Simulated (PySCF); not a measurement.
Ionisation energies (eV) were calculated with PySCF 2.14 by PBE0, UHF, LDA, in another order, as differences of total energies without spin-orbit coupling. The measured values are between term centres (NIST).

```
                                                                                        species  measured       A       B       C
         O (aug-cc-pVTZ with one added diffuse shell each of s, p, d, f type, non-relativistic)    13.608  12.032  14.003  13.852
      Ge⁺ (aug-cc-pVTZ-PP with one added diffuse shell each of s, d, f type with ECP10MDF, ECP)    15.789  15.250  15.815  15.744
 Nb (aug-cc-pVTZ-PP with one added diffuse shell each of s, p, d, f, g type with ECP28MDF, ECP)     6.776   5.985   7.467   6.927
 Cd (aug-cc-pVTZ-PP with one added diffuse shell each of s, p, d, f, g type with ECP28MDF, ECP)     8.994   7.343   9.495   8.819
          In (aug-cc-pVTZ-PP with one added diffuse shell each of d, f type with ECP28MDF, ECP)     5.603   5.214   5.710   5.615
         In⁺ (aug-cc-pVTZ-PP with one added diffuse shell each of d, f type with ECP28MDF, ECP)    18.870  17.012  19.496  18.716
 Ta (aug-cc-pVTZ-PP with one added diffuse shell each of s, p, d, f, g type with ECP60MDF, ECP)     7.573   5.738   7.621   7.045
Hg⁺ (aug-cc-pVTZ-PP with one added diffuse shell each of s, p, d, f, g type with ECP60MDF, ECP)    18.757  17.114  19.525  18.785
```

Which column is which method?

A is UHF (mean error -1.29 eV); B is LDA (mean error 0.40 eV); C is PBE0 (mean error -0.06 eV). Hartree-Fock lacks the correlation of the electron removed and comes out lowest. LDA overbinds the outer electron and comes out highest. PBE0, with a quarter of exact exchange, lies close to experiment on average.
